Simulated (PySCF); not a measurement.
Spin states of SiCl

Unrestricted PBE0; Si x2c-TZVPPall, Cl x2c-TZVPPall; spin-free X2C with a Gaussian nucleus (PySCF 2.14). Outer shells of the fragments: Si 3s2 3p2; Cl 3s2 3p5.

Followed along the bond (rough minima from three points):

| 2Ms+1 | unpaired | ⟨S²⟩ at the start | R at minimum (Å) | Te (eV) |
| --- | --- | --- | --- | --- |
| 2 | π ↑ | 0.76 | 2.07 | 0.00 |
| 4 | σ ↑, π ↑↑ | 3.75 | 2.07 | 2.97 |

Solutions found at the starting distance of 2.085 Å, counted from the lowest of them; the search is not exhaustive and high or unbound solutions are not listed, so other states can lie among these:

| 2Ms+1 | unpaired | term | E (eV) | ⟨S²⟩ | ⟨Lz²⟩ | μ (D) |
| --- | --- | --- | --- | --- | --- | --- |
| 2 | π ↑ | ²Π | 0.00 | 0.76 | 1.01 | -0.89 |
| 4 | σ ↑, π ↑↑ | ⁴Σ⁻ | 2.97 | 3.75 | 0.00 | -0.82 |
| 2 | σ ↑ | ²Σ⁺ | 3.21 | 0.75 | 0.00 | -0.43 |
| 2 | σ ↑, π ↑↓ | mixed | 3.97 | 1.76 | 2.03 | -0.34 |
| 2 | σ ↓, π ↑↑ | mixed | 4.27 | 1.77 | 0.00 | 0.07 |
| 4 | π ↑↑↑ | ⁴Π | 5.20 | 3.77 | 1.01 | 3.54 |
| 4 | σ ↑↑, π ↑ | ⁴Π | 6.07 | 3.76 | 1.00 | -0.29 |
| 4 | σ ↑, π ↑↑ | mixed | 7.84 | 3.76 | 2.02 | 3.61 |
| 4 | σ ↑, π ↑↑ | mixed | 8.08 | 3.76 | 2.02 | 3.62 |

A term symbol is given only where ⟨S²⟩ and ⟨Lz²⟩ are close to those of a pure state; real π, δ and φ orbitals otherwise mix terms. A positive dipole means Si(−)Cl(+).

Counting both spins, an empty level lies below a filled one in some of these solutions, because spin and occupation are held.
